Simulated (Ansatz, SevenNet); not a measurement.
**How well does each level of theory give the bulk modulus of rock-salt ZrC?**

Reference value: 223 GPa (measured, temperature not stated, no zero-point or thermal correction, from single-crystal elastic constants, sources range from 208 to 223; as tabulated in arXiv:1102.4063).

| level (code) | value (GPa) | cell (Å³/atom) | difference (%) |
|---|---|---|---|
| SevenNet-l3i5 (SevenNet) | 223 | 13.18 | 0.0 |
| LDA (Ansatz) | 247 | 12.50 | +10.8 |
| PBE (Ansatz) | 222 | 13.05 | -0.4 |
| PBEsol (Ansatz) | 236 | 12.72 | +5.8 |
| r²SCAN (Ansatz) | 230 | 13.07 | +3.1 |
| HSE06 (Ansatz) | 237 | 12.90 | +6.3 |
| PBE0 (Ansatz) | 239 | 12.91 | +7.2 |

The reference's temperature isn't stated, so close values are not ranked against it.

The reference has no zero-point or thermal correction, while the calculations are for a static lattice, so the differences are not the levels' errors alone. A static lattice is as a rule stiffer than a warm one, by over a tenth in soft solids.  Each level is taken at its own relaxed cell. Cutoffs and k meshes differ between the levels. Ansatz's density-functional and Hartree–Fock values are scalar-relativistic unless marked +SOC, with PAW data made under PBE.

Machine-learned potentials (SevenNet-l3i5) are trained on DFT data, which may include these solids.

Differences are worked out from the printed values.

Ansatz is a program for electronic structure.
